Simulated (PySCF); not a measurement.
## The first ionisation energy along group 14

Calculated with PySCF 2.14 from differences of total energies of unrestricted determinants, without spin-orbit coupling. Values in eV. The last column holds reference values (NIST; (s) semi-empirical, (t) theoretical, else measured). Unmarked ones compare directly (S terms, centres of terms, or small fine structure); those marked * lie between the lowest fine-structure levels and include a spin-orbit shift.

```tsv
element	configurations	MP2 (valence)	SCS-MP2 (valence)	CCSD (valence and next inner shell)	LDA	PBE	r2SCAN	reference
C (ANO-RCC-VTZP, spin-free X2C)	[He] 2s2 2p2 → [He] 2s2 2p1	11.252	11.121	11.171	11.699	11.541	11.676	11.262
Si (ANO-RCC-VTZP, spin-free X2C)	[Ne] 3s2 3p2 → [Ne] 3s2 3p1	8.036	7.949	n/a	8.233	8.190	8.319	8.157
Ge (ANO-RCC-VTZP, spin-free X2C)	[Ar] 3d10 4s2 4p2 → [Ar] 3d10 4s2 4p1	7.668	7.600	7.717	8.026	7.905	8.064	7.925
Sn (ANO-RCC-VTZP, spin-free X2C)	[Kr] 4d10 5s2 5p2 → [Kr] 4d10 5s2 5p1	7.142	7.083	7.227	7.447	7.290	7.427	7.389
Pb (ANO-RCC-VTZP, spin-free X2C)	[Xe] 4f14 5d10 6s2 6p2 → [Xe] 4f14 5d10 6s2 6p1	6.840	6.783	6.969	7.190	7.001	7.118	7.417 *
```

Q: Which of these methods has the smallest mean absolute error against the measured values here?

A: PBE, with 0.108 eV.

```
                             method  elements  mean error (eV)  mean absolute error (eV)  largest error (eV)
                      MP2 (valence)         4           -0.159                     0.159              -0.258
                  SCS-MP2 (valence)         4           -0.245                     0.245              -0.325
CCSD (valence and next inner shell)         3           -0.154                     0.154              -0.209
                                LDA         4            0.168                     0.168               0.437
                                PBE         4            0.048                     0.108               0.279
                             r2SCAN         4            0.188                     0.188               0.415
```

For Pb a determinant mixes LS terms or the coupling is close to jj, so these rows are model values.

Errors include the incompleteness of the basis and the frozen core.

"Valence" correlates the outer s and p shells and, in groups 3 to 12 and the f block, the outer d or f shell, open or full, or the next shell where the ion has no valence electron left; the wider scheme adds the next inner shell.
